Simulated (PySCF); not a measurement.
Molecule: C₂H₃O₂, charge 0, multiplicity 2. It need not be the lowest isomer of its formula. 
Geometry from a B3LYP-D3(BJ)/def2-TZVP (Ansatz) optimisation:
```
O
C 1 1.3604
O 2 1.1951 1 125.32
C 1 1.3612 2 118.71 3 0.00
H 4 1.0748 1 114.14 2 180.00
H 4 1.0762 5 126.70 1 -180.00
H 2 1.0948 3 126.24 1 180.00
```
Charge 0, spin multiplicity 2.

Dispersion corrections to the total energy (kcal/mol) from the dftd3 and dftd4 libraries through PySCF: D3(BJ) without and D4 with the three-body term, each with the damping fitted for the functional named.

| functional | D3(BJ) | D4 |
|---|---|---|
| LC-wPBE | [?] | -2.34 |
| BLYP | -4.68 | -4.94 |
| B3LYP | -3.79 | -3.42 |
| PBE | [?] | -2.13 |
| BHLYP | [?] | -2.27 |
| TPSSh | -2.48 | -2.62 |
| BP86 | -3.29 | -2.70 |

Problem. Complete the blanks.

Solution. 
- LC-wPBE, D3(BJ): -1.95
- PBE, D3(BJ): -2.23
- BHLYP, D3(BJ): -2.85
